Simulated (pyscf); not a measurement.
7 gas-phase steps of one pattern: four-centre exchange on the singlet surface, F/Cl/Br/I–H, O–Si/Ge/Sn broken and F/Cl/Br/I–Si/Ge/Sn, H–O formed. Structures and frequencies: ωB97X-D3(BJ)/def2-SVP in PySCF. Electronic energies in kcal/mol, between the relaxed ends of the descent from the saddle (adducts or complexes of the species named), with the reactant end as zero; ΔE‡ and ΔE at ωB97X-D3(BJ)/def2-TZVP. Rows were drawn at random from the steps of this pattern with a verified saddle, stable references and a bound adduct at one end at least.

```csv
row,step,ΔE,ΔE‡
1,O=Si(OH)–Cl (SMILES O=[Si](O)Cl) + HCl (SMILES Cl) → O=Si(Cl)–Cl (SMILES O=[Si](Cl)Cl) + H₂O (SMILES O),-14.7,9.8
2,HCl (SMILES Cl) + HO–Si:–Cl (SMILES O[Si]Cl) [singlet] -> Cl–Si:–Cl (SMILES Cl[Si]Cl) [singlet] + H₂O (SMILES O),-8.5,10.1
3,HO–GeH₃ (SMILES [OH][GeH3]) + HF (SMILES F) → F–GeH₃ (SMILES [F][GeH3]) + H₂O (SMILES O),-4.0,20.8
4,F–SiH₂–O–SiH₃ (SMILES F[SiH2]O[SiH3]) + HF (SMILES F) -> F–SiH₂–F (SMILES F[SiH2]F) + HO–SiH₃ (SMILES O[SiH3]),+7.9,18.2
5,HO–Si(OH)(OH)–F (SMILES O[Si](O)(O)F) + HF (SMILES F) → HO–Si(OH)(F)–F (SMILES O[Si](O)(F)F) + H₂O (SMILES O),+7.9,18.9
6,HO–Si(F)(F)–O–SiH₃ (SMILES O[Si](F)(F)O[SiH3]) + HF (SMILES F) → HO–Si(F)(F)–F (SMILES O[Si](F)(F)F) + HO–SiH₃ (SMILES O[SiH3]),+10.0,22.2
7,H₂N–Si(OH)(Cl)–Cl (SMILES N[Si](O)(Cl)Cl) + HCl (SMILES Cl) → H₂N–Si(Cl)(Cl)–Cl (SMILES N[Si](Cl)(Cl)Cl) + H₂O (SMILES O),+16.4,?
```

Task: From a straight line through the complete rows, estimate the missing barrier and say how far the line can be trusted.

Result: Over the 6 complete rows the means are -0.2 (ΔE) and 16.7 (ΔE‡); least squares gives b = 0.43 and a = 16.8 kcal/mol, with residuals of 2.9 kcal/mol (root mean square; largest 5.7, row 3). For row 7: 16.8 + 0.43 × (+16.4) = 23.9 kcal/mol, an extrapolation. The computed barrier is 22.1 kcal/mol, 1.8 under the line. The scatter is large against the spread of the barriers, so the line says little here. Each barrier is that of the saddle found. Elements up to Kr have no core potential and no relativistic terms here.
